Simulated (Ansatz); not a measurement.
# AlH₄+ (singlet): the correlation ladder at distance Al1–H5 = 2.819 Å, cc-pVDZ

Aim: climb from Hartree-Fock through coupled cluster and multireference methods for AlH₄+ (singlet) at one geometry and basis, and see what each rung misses.

The runs use Ansatz 0.2.0, Gaussian basis; cc-pVDZ, core rule «outside noble gas», up to 5 orbitals frozen.

The runs, in order: UHF; CCSD(T) on RHF; CCSD(T) on UHF; BCCD(T) on RHF; CISD; CCSDT(Q) on RHF; CCSDT(Q) on UHF; CASSCF and MRCISD+Q, 2 electrons in 2 orbitals; CASSCF and NEVPT2, 2 electrons in 2 orbitals; Full CI.

47 further runs of the same task are left out: 33 for a known fault of the program, 9 that didn't finish, 5 set aside as unsound or not needed.

## 1. The system

The geometry derives from a PBE0/def2-TZVP stationary point (not a proven minimum). One bond is set to the value named and the two fragments are kept rigid.

5 atoms, charge 1, spin multiplicity 1.

Atoms are counted from 1 here; the program's logs count them from 0.

Bond lengths: Al1–H4 1.552 Å, H2–H3 0.770 Å.

## 2. UHF

in.yaml

```yaml
crystal:
  periodic: [false, false, false]
  atoms:
    - {symbol: Al, position_ang: [0.000000, 0.040775, -0.112885]}
    - {symbol: H, position_ang: [0.000000, -0.344018, 1.928165]}
    - {symbol: H, position_ang: [-0.000001, 0.425568, 1.928165]}
    - {symbol: H, position_ang: [-0.000002, 1.577710, -0.329036]}
    - {symbol: H, position_ang: [0.000003, -2.750754, -0.505481]}
basis:
  gaussian: {orbitals: cc-pVDZ}
total_charge: 1
magnetization: {spin_polarized: true, initial_magnetization: 0}
hamiltonian: {xc: hf}
output: {orbitals: {seedname: orbitals}}
```

On the command line:

```console
$ ansatz run in.yaml --threads 1 --pin off --events-out ev --progress --plain --max-ram 2393MiB
```

After this run come: CCSD(T) on RHF; CCSD(T) on UHF; BCCD(T) on RHF; CISD; CCSDT(Q) on RHF; CCSDT(Q) on UHF; CASSCF and MRCISD+Q, 2 electrons in 2 orbitals; CASSCF and NEVPT2, 2 electrons in 2 orbitals; Full CI.

Before running them: what should the planned runs give, taken together? Wanted: FCI below the RHF energy; RMP2 from FCI; UMP2 from FCI; RCCSD from FCI; RCCSD(T) from FCI; UCCSD(T) from FCI; RCCSDT(Q) from FCI; UCCSDT(Q) from FCI; NEVPT2 pair from FCI.

The runs gave:

```
                         quantity                                                                   value
         FCI below the RHF energy                                                              -3.9295 eV
                    RMP2 from FCI                                                             +1357.0 meV
                    UMP2 from FCI                                                              +979.1 meV
                   RCCSD from FCI                                                              +121.2 meV
                RCCSD(T) from FCI                                                               +30.1 meV
                UCCSD(T) from FCI                                                               +79.4 meV
               RCCSDT(Q) from FCI                                                                +0.9 meV
               UCCSDT(Q) from FCI                                                                +1.3 meV
             NEVPT2 pair from FCI                                                              +603.6 meV
           MRCISD+Q pair from FCI                                                               -21.6 meV
levels within 1 kcal/mol (43 meV)  RCCSD(T), BCCD(T), RCCSDT, UCCSDT, RCCSDT(Q), UCCSDT(Q), MRCISD+Q pair
                    T1 diagnostic                                                                   0.029
   effectively unpaired electrons                                                                    0.68
```

What this shows: RCCSD(T) lands +30.1 meV from the yardstick (0.8 % of the correlation energy). CCSD(T) misses by +30.1 meV on the restricted determinant and by +79.4 meV on the unrestricted one; the two need not hold the same state or core. MRCISD+Q pair falls below full CI: the +Q correction isn't variational, and the cores differ from full CI's. The occupations show some static correlation. Of the multireference levels listed MRCISD+Q pair comes nearest in total energy (-21.6 meV), which doesn't show that its space is the better one. These misses are within one basis, not against nature.
